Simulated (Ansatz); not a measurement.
Total energies of O2P (`[O]P=O`) radical.

Cartesian coordinates in Å:
```
O 1.282 -0.009 0.470
P -0.123 0.301 0.190
O -1.159 -0.291 -0.660
```

The species carries charge 0 and has multiplicity 2. All single points use the PBE0-D4/def2-TZVP geometry. Basis def2-TZVPP, Ansatz.

RPA on PBE orbitals: Hartree–Fock energy of these orbitals -490.48448 Eh, correlation -0.92070 Eh (frozen core).

| functional | energy without D4 (Eh) | D4 term (kJ/mol) |
| --- | --- | --- |
| PBE | -491.57858 | -4.3 |
| r2SCAN | -491.78641 | -0.9 |
| B97M-V | -491.74095 | – |
| PBE0 | -491.58693 | -3.5 |
| r2SCANh | -491.76998 | -1.0 |
| BHLYP | -491.79347 | -5.3 |
| CAM-B3LYP | -491.83850 | -3.6 |
| ωB97X-V | -491.76345 | – |
| ωB97M-V | -491.82111 | – |
| PBE-QIDH | -491.47700 | – |

(1) Give the same for LDA (SPW92), revPBE, BLYP, B3LYP, r2SCAN0, HSE06 (plane-wave form), LC-ωPBE, B2PLYP. (Estimate.)

B3LYP takes the VWN-RPA correlation (the form of Gaussian; ORCA's B3LYP/G). HSE06 is the plane-wave form, built on full-range PBE exchange. The double hybrids freeze the cores in their second-order part.

Answers

(1) Ansatz gave: 
```json
{"functional": "LDA (SPW92)", "energy without D4 (Eh)": "-489.56826", "D4 term (kJ/mol)": "–"}
{"functional": "revPBE", "energy without D4 (Eh)": "-491.77428", "D4 term (kJ/mol)": "-14.4"}
{"functional": "BLYP", "energy without D4 (Eh)": "-491.87831", "D4 term (kJ/mol)": "-10.0"}
{"functional": "B3LYP", "energy without D4 (Eh)": "-491.89365", "D4 term (kJ/mol)": "-7.1"}
{"functional": "r2SCAN0", "energy without D4 (Eh)": "-491.74648", "D4 term (kJ/mol)": "-1.1"}
{"functional": "HSE06 (plane-wave form)", "energy without D4 (Eh)": "-491.57424", "D4 term (kJ/mol)": "-3.3"}
{"functional": "LC-ωPBE", "energy without D4 (Eh)": "-491.67281", "D4 term (kJ/mol)": "–"}
{"functional": "B2PLYP", "energy without D4 (Eh)": "-491.66911", "D4 term (kJ/mol)": "–"}
```

LC-ωPBE has ω = 0.4 bohr⁻¹.
